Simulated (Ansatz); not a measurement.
System: H2N, doublet: map of symmetric stretch and bend. Scanned: N-H bond length and H-N-H angle.

Cartesian coordinates as functions of the variables (Å; names that start with a are angles):
```
N  0  0  0
H  r*sin(a/2)  0  r*cos(a/2)
H  -r*sin(a/2)  0  r*cos(a/2)
```

Calculation: MP2 on UHF/cc-pVDZ, frozen core run with Ansatz (a first-principles code).

Energy in mEh above the lowest grid point; x is the N-H bond length (Å), y the H-N-H angle (°).

```
y \ x   0.88  0.93  0.98  1.03  1.07  1.12   1.19   1.24   1.29   1.34   1.39
------  ----  ----  ----  ----  ----  ----  -----  -----  -----  -----  -----
180     94.0  70.3  61.2  62.8  69.7  83.7  109.9  131.6  154.8  208.6  210.1
168.34  91.3  67.3  57.9  59.1  65.8  79.2  104.6  125.9  151.2  188.9  201.8
161.72  87.6  63.3  53.4  54.2  60.4  73.2   97.6  118.4  144.3  174.8  192.4
151.24  79.3  54.2  43.5  43.2  48.6  60.2   82.9  102.5  126.3  153.4  175.0
141.77  70.5  44.5  32.9  31.7  36.3  46.9   68.2   86.6  108.4  134.3  158.4
131.92  61.6  34.6  22.0  19.9  23.7  33.5   53.5   71.0   91.2  115.6  141.4
119.86  53.1  24.9  11.2   8.0  11.0  19.9   38.8   55.6   74.6   97.1  123.3
108.47  49.9  20.4   5.5   1.2   3.5  11.6   29.6   45.8   64.2   85.6  111.3
100.16  51.4  21.0   5.1   0.0   1.6   9.0   26.3   42.0   60.1   81.1  106.4
92.46   56.4  25.0   8.1   2.1   3.1   9.7   26.0   41.3   59.0   79.9  105.0
81.10   71.1  37.9  19.3  11.6  11.3  16.4   31.1   45.3   62.3   83.0  108.0
70      95.7  60.0  39.1  29.2  27.2  30.5   42.6   55.4   71.1   90.9  115.2
```

Points that lie below all their neighbours on the grid: x = 1.03, y = 100.16 (0.0 mEh).
